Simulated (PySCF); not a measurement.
Compound: phosphorus pentafluoride, PF5.
Atom-mapped SMILES: `[F:1][P:2]([F:3])([F:4])([F:5])[F:6]`

Method used: core-valence-separated Tamm–Dancoff BHandHLYP/aug-pcX-1 (def2-SVPD on P) in PySCF, non-relativistic, gas phase, PBE0-D3(BJ)/def2-SVP geometry.

Computed fluorine K-edge spectrum, Gaussian lines of 0.5 eV full width, highest printed point 100; it ends one width below the last computed root. No empirical shift is added; at this level the pattern usually sits a few eV under experiment.

| photon energy (eV) | absorption |
| --- | --- |
| 684.6 | 1 |
| 684.7 | 2 |
| 684.8 | 6 |
| 684.9 | 13 |
| 685.0 | 27 |
| 685.1 | 46 |
| 685.2 | 68 |
| 685.3 | 87 |
| 685.4 | 98 |
| 685.5 | 96 |
| 685.6 | 79 |
| 685.7 | 54 |
| 685.8 | 30 |
| 685.9 | 14 |
| 686.0 | 5 |
| 686.1 | 2 |
| 686.2 | 0 |
| 686.3 | 0 |
| 686.4 | 0 |
| 686.5 | 0 |
| 686.6 | 0 |
| 686.7 | 0 |
| 686.8 | 0 |
| 686.9 | 0 |
| 687.0 | 0 |
| 687.1 | 0 |
| 687.2 | 0 |
| 687.3 | 0 |
| 687.4 | 1 |
| 687.5 | 5 |
| 687.6 | 12 |
| 687.7 | 27 |
| 687.8 | 48 |
| 687.9 | 72 |
| 688.0 | 91 |
| 688.1 | 100 |
| 688.2 | 96 |
| 688.3 | 81 |
| 688.4 | 59 |
| 688.5 | 36 |
| 688.6 | 19 |
| 688.7 | 10 |
| 688.8 | 8 |
| 688.9 | 13 |
| 689.0 | 22 |
| 689.1 | 30 |
| 689.2 | 34 |
| 689.3 | 31 |
| 689.4 | 23 |
| 689.5 | 14 |
| 689.6 | 8 |
| 689.7 | 4 |
| 689.8 | 3 |

**Question.** Where are the maxima, and which lines make them up?

**Answer.** 3 maxima:
- 685.4 eV: F3/F4/F5 (phosphorus-bound fluorine), 685.49 eV, f = 0.060, sum of 2, 51 % of the height at the exact maximum; F1/F6 (phosphorus-bound fluorine), 685.23 eV, f = 0.044, sum of 2, 25 % of the height at the exact maximum; F3/F4/F5 (phosphorus-bound fluorine), 685.52 eV, f = 0.030, 24 % of the height at the exact maximum
- 688.1 eV: F3/F4/F5 (phosphorus-bound fluorine), 687.97 eV, f = 0.048, sum of 2, 33 % of the height at the exact maximum; F1/F6 (phosphorus-bound fluorine), 688.28 eV, f = 0.047, sum of 4, 31 % of the height at the exact maximum; F3/F4/F5 (phosphorus-bound fluorine), 688.03 eV, f = 0.024, 19 % of the height at the exact maximum; F1/F6 (phosphorus-bound fluorine), 688.22 eV, f = 0.023, sum of 2, 18 % of the height at the exact maximum
- 689.2 eV: F3/F4/F5 (phosphorus-bound fluorine), 689.20 eV, f = 0.038, sum of 3, 99 % of the height at the exact maximum

Roots within 0.03 eV on the same or equivalent atoms count as one line; shares under 12 % aren't listed.

Vibrational structure and lifetime widths aren't in the curve. The ionisation threshold wasn't computed; near and above it a finite basis only mimics Rydberg series and continuum.
